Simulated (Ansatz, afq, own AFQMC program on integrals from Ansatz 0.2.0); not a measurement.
Where AFQMC and coupled cluster stand for NH2O, quartet

```xyz
4

O    -1.0058   -0.0292    0.0000
H    -1.2552    0.8974    0.0000
H     0.0572   -0.0292    0.0000
N     1.2352   -0.0292    0.0000
```

Connectivity, by distances: OH ··· N, 1 bridging H.

Basis cc-pVTZ. Noble-gas cores (and the filled d shells of Ga–Kr and In–Xe) are frozen. Ansatz 0.2.0 and our own AFQMC program on the same integrals; the CISD trial comes from CCSD amplitudes, and released means the phaseless constraint is let go. Uncertainties: one standard error, sampling alone.

Determinant: UHF, the one that the program's search chose, which needn't be the lowest solution. The geometry is a point of a scan.

No full CI on the walks' own integrals is used here; CCSDT(Q) serves as the reference and is uncertain by about the last step of the cluster series.

Cautions: lower spins were not checked; the released energies are still falling, so no released level is given (meV from the phaseless value at times in 1/Eh: -3 ± 6 at 0.24, -21 ± 8 at 0.51, -27 ± 6 at 0.99, -28 ± 8 at 1.62, -38 ± 11 at 2.40), though the last usable value meets CCSDT(Q) within the noise.

The T1 diagnostic is 0.0167. The weight of the determinant in the CISD state is 0.894 and the ⟨S²⟩ of the determinant is 3.775. The size of the correlated space is 13 electrons in 86 orbitals.

Reference: CCSDT(Q), correlation energy -11.218 eV.

```tsv
level	E − E(reference) (meV)	share of correlation (%)
HF	11218.5	0.00
MP2	963.7	91.41
CCSD	389.9	96.52
CCSD(T)	36.8	99.67
CCSDT	18.3	99.84
ph-AFQMC/CISD	21.5 ± 5.6	99.81
```

A walk keeps the symmetry of its determinant, which the program's search chose and which needn't be the lowest solution, so a lower state of the same spin and another symmetry isn't excluded.
